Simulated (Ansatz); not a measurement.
For zinc-blende HgS (metastable phase), RPBE (Ansatz, a first-principles code, PAW) gives:

| Quantity | Value |
|---|---|
| equilibrium lattice constant a | 6.077 Å |
| bulk modulus | 43.0 GPa |
| cohesive energy | 1.40 eV/atom |
| band gap at the measured cell | 0.00 eV |

Task: What does Hartree–Fock in Ansatz (plane waves, PAW) give for the same quantities?

Result: 
- lattice constant a: 6.062 Å (drops by 0.2 %)
- bulk modulus: 58.0 GPa (goes up by 35 %)
- cohesive energy: 0.82 eV/atom (decreases by 0.58 eV/atom)
- band gap at the measured cell: 6.53 eV (rises by 6.53 eV)

For comparison: lattice constant a 5.841 Å (measured, 295 K, not corrected to a static lattice; as tabulated in Cardona et al. (2009), arXiv:0908.2634).

Changes are worked out from the printed values.

Unless a cell is named, each level is at its own relaxed cell (RPBE 28.06, Hartree–Fock 27.85 Å³/atom).

Levels without +SOC leave out spin–orbit coupling, which shifts energies and cells of such heavy elements.

Levels without +SOC have no spin–orbit coupling; where heavier elements are present it shifts gaps, mostly down, and can invert bands. A gap of zero means that the bands touch or overlap. Density-functional gaps are differences of (generalised) Kohn–Sham levels.

Caveats: the cell is over a tenth larger than the published one: the level's own overestimate first of all, though another phase or state, or a fault of the published cell, is possible (RPBE, Hartree–Fock). Ansatz's density-functional and Hartree–Fock values are scalar-relativistic unless marked +SOC, with PAW data made under PBE.
